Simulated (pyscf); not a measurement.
:HSi–AsH₂ [singlet] + H₂O → HO–SiH₂–AsH₂ (insertion; singlet surface; H–O broken, O–Si, H–Si formed). Optimised with ωB97X-D3(BJ)/def2-SVP in PySCF. Correlated levels are frozen-core, on RHF or UHF. ΔMP2 is the change of the MP2 total energy from the triple- to the quadruple-zeta basis. Energies in eV from the separated reactants.

```
level                             barrier  reaction energy
--------------------------------  -------  ---------------
PBE/def2-TZVP                        0.05            -2.83
M06-2X/def2-TZVP                     0.43            -2.99
ωB97M-D3(BJ)/def2-TZVP               0.42            -2.96
HF/def2-TZVP                         1.23            -3.03
MP2/def2-QZVPP                        ___            -3.11
CCSD/def2-TZVPP                      0.67            -2.90
CCSD(T)/def2-TZVPP + ΔMP2(QZVPP)      ___              ___
```

**Question.** What belongs in the gaps?

**Answer.** 
- MP2/def2-QZVPP, barrier: 0.33
- CCSD(T)/def2-TZVPP + ΔMP2(QZVPP), barrier: 0.49
- CCSD(T)/def2-TZVPP + ΔMP2(QZVPP), reaction energy: -2.92

On the reactant side the descent ends in an adduct with a O–Si contact, 0.74 eV under the separated species and 1.11 eV under the saddle at ωB97X-D3(BJ)/def2-TZVP. What is counted as formed (O–Si) is already present as a longer contact in the reactant adduct; forming that adduct is a step of its own. At ωB97X-D3(BJ) the barrier from the zero used here is 0.37 eV. From the product side, HO–SiH₂• + AsH₂• lies, by one bond made or cut, 0.40 eV under this saddle at ωB97M-D3(BJ). :HSi–AsH₂ [singlet] lies 0.73 eV over its isomer H₂Si=AsH, and others may lie lower still (electronic energy, ωB97M-D3(BJ)). This is the saddle that the search found; another between the same sides may lie lower. The CCSD(T) − MP2 part came from Ansatz, without density fitting, on the same reference. The frozen core leaves the outer d or s,p core shells of the metals and heavy elements correlated in the MP2 and CC values, and def2-TZVPP describes them poorly, which can shift differences by a few kcal/mol. Elements up to Kr have no core potential and no relativistic terms here.
